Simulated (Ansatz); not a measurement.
Reaction: CH4BCl (SMILES CBCl) → BHCl (SMILES [BH]Cl, doublet) + CH3 (SMILES [CH3], doublet) (the B-C bond breaks)
Each species at its own B3LYP-D3(BJ)/def2-TZVP minimum (Ansatz, a program for electronic structure).

Property: bond dissociation energy (electronic), in kcal/mol. UHF or UKS for unpaired electrons; spin-orbit terms are left out. CBS(X,Y): correlation extrapolated as X^-3, Hartree-Fock from the larger set. A bracket is a step between two methods taken in the basis named. The functionals are non-relativistic, so their misses hold any scalar relativity. '+ core + X2C': CCSD(T) terms for core correlation (cc-pwCVTZ, 1s frozen past Ne) and scalar relativity (cc-pVTZ-DK).

CCSD(T)/CBS(cc-pV(T+d)Z,cc-pV(Q+d)Z) + [CCSDT(Q) - CCSD(T)]/cc-pV(D+d)Z + core + X2C (Ansatz) gives 110.4 kcal/mol.

How far off this value is PBE/def2-TZVPD (Ansatz), in which direction, and which of these levels come nearer: r2SCAN/def2-TZVPD, B3LYP/def2-TZVPD, PBE0/def2-TZVPD, CCSD(T)/CBS(cc-pV(T+d)Z,cc-pV(Q+d)Z) + core + X2C?

PBE gives 107.7 kcal/mol, 2.7 kcal/mol below it. Differences of the others: r2SCAN/def2-TZVPD (Ansatz) -7.7; B3LYP/def2-TZVPD (Ansatz) -5.7; PBE0/def2-TZVPD (Ansatz) -3.1; CCSD(T)/CBS(cc-pV(T+d)Z,cc-pV(Q+d)Z) + core + X2C (Ansatz) 0.1 kcal/mol. Nearer than PBE: CCSD(T)/CBS(cc-pV(T+d)Z,cc-pV(Q+d)Z) + core + X2C.
